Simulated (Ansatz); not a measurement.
Basis sets over 6 cases of the atomisation energy at B3LYP with Ansatz (Al to Cl present), each against its own reference: (a) the value in aug-cc-pV5Z; (b) the value in pcseg-4. By their distance from other large sets or by the extrapolation step the references are unsure by up to roughly 0.16 kcal/mol. B3LYP-D3(BJ)/def2-TZVP geometries; electronic energies; unrestricted open shells; no added dispersion term; no relativity. Cartesian d functions in some cases of 6-31G*, 6-31G**, 6-31+G*, 6-311G**, 6-311+G**. (X+d) sets on Al to Cl for cc-pVXZ and aug-cc-pVXZ. 

Cases are drawn at random; left out are references unsure by over 0.67 kcal/mol, doubtful singlets, and cases whose largest runs show a restricted determinant unstable towards unrestricted orbitals, <S^2> over 0.1 too high or, where CCSD(T) ran, T1 over 0.025 (0.045 for open shells). Sets are drawn from those converged to one state in every case.

Cases (SMILES) and reference values:
- C(=S)=S → C atom + 2 S atom: 277.13 kcal/mol (a)
- [PH2] (PH2) → 2 H atom + P atom: 158.84 kcal/mol (a)
- [SH] (SH) → H atom + S atom: 88.35 kcal/mol (a)
- [S]F (F-S) → F atom + S atom: 86.05 kcal/mol (a)
- [SiH3] (SiH3) → 3 H atom + Si atom: 228.85 kcal/mol (b)
- P (PH3) → 3 H atom + P atom: 245.04 kcal/mol (b)

```csv
basis,"functions over def2-SVP (largest species, mean of cases)",mean signed deviation (kcal/mol),mean absolute,largest,within 2 kcal/mol
STO-3G,0.4,43.89,43.95,89.89,1 of 6
pcseg-0,0.6,-26.59,26.59,47.15,0 of 6
6-31G,0.6,-25.96,25.96,46.13,0 of 6
3-21G,0.6,-21.87,21.87,42.44,0 of 6
def2-SV(P),0.9,-5.41,5.41,9.16,1 of 6
6-31G*,0.9,-4.83,4.83,5.81,0 of 6
def2-SVP,1.0,-2.77,2.77,5.35,1 of 6
6-31G**,1.0,-3.25,3.25,5.81,2 of 6
6-31+G*,1.1,-5.42,5.42,9.27,0 of 6
6-311G**,1.4,-4.75,4.75,10.79,1 of 6
6-311+G**,1.6,-4.93,4.93,10.24,0 of 6
aug-pcseg-1,1.6,-4.87,4.87,9.06,0 of 6
def2-TZVP,1.9,-0.57,0.64,1.19,6 of 6
"6-311++G(2d,2p)",2.0,-2.53,2.53,5.25,4 of 6
jun-cc-pV(T+d)Z,2.7,-0.46,0.46,0.98,6 of 6
"6-311++G(3df,3pd)",2.9,-0.05,0.45,1.09,6 of 6
aug-cc-pVTZ,3.5,-0.46,0.46,0.98,6 of 6
def2-QZVPP,4.4,-0.19,0.19,0.34,6 of 6
def2-QZVP,4.4,-0.19,0.19,0.34,6 of 6
def2-QZVPPD,4.9,-0.16,0.16,0.38,6 of 6
```

Among the sets for which every case ran a larger relative (same family, alike in diffuse functions, listed or not), the smallest listed that holds all cases within 2 kcal/mol together with them is def2-TZVP, at 1.9 times the functions of def2-SVP. Inside, though some case ran no larger relative to test it: 6-311++G(3df,3pd), def2-QZVPP, def2-QZVP, def2-QZVPPD. Largest deviations of relatives not listed, over the cases that ran them: def2-TZVPP 1.14, aug-cc-pVQZ 0.36, aug-cc-pV5Z 0.00 kcal/mol. These figures hold for the cases listed.

Ansatz is an electronic-structure program.
